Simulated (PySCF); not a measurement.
Compound: C4H8.
Atom-mapped SMILES: `[CH2:1]=[C:2]([CH3:3])[CH3:4]` (hydrogens: H5, H6 on C1; H7, H8, H9 on C3; H10, H11, H12 on C4)

All values: PBE0/pcSseg-1 (PySCF, non-relativistic), on one gas-phase PBE0-D3(BJ)/def2-SVP geometry that isn't relaxed in the solvent. The solvent is an IEF-PCM continuum (cavity from Bondi-type radii × 1.2). Only the electrostatic response of the medium enters.

Gas phase at PBE0/pcSseg-1: HOMO -7.02 eV, LUMO 0.57 eV, dipole 0.58 D.

Task: What does the continuum do to the energy, the frontier levels and the dipole at PBE0/pcSseg-1 in acetone and dimethylsulfoxide?

Result: 
```
          solvent      ε  E(solvent) − E(gas) (kJ/mol)  polarisation term (kJ/mol)  distortion of the solute (kJ/mol)  HOMO (eV)  LUMO (eV)  dipole (D)
          acetone  20.49                         -6.49                       -7.09                               0.60      -7.06       0.56        0.84
dimethylsulfoxide  46.83                         -6.82                       -7.49                               0.67      -7.07       0.55        0.86
```

The polarisation term is half the interaction of the solute with the surface charges that it induces; the rest is the cost of distorting the solute's density. The sum is the electrostatic part of solvation alone. From acetone to dimethylsulfoxide the lowering changes by a factor 1.05, Onsager's factor (ε − 1)/(2ε + 1) by 1.04 and ε itself by 2.3.

Task: Which IAO charges (PBE0/pcSseg-1) respond most in acetone (means over atoms taken as equivalent)?

Result: 
| atoms | environment | gas (e) | solvent (e) | change |
| --- | --- | --- | --- | --- |
| C1 | terminal =CH2 carbon | -0.342 | -0.364 | -0.022 |
| C3/C4 | allylic carbon | -0.415 | -0.422 | -0.007 |
| H7 (×6) | methyl hydrogen | +0.143 | +0.147 | +0.004 |
| H5/H6 | vinylic hydrogen | +0.138 | +0.142 | +0.004 |
| C2 | fully substituted alkene carbon | +0.039 | +0.040 | +0.001 |
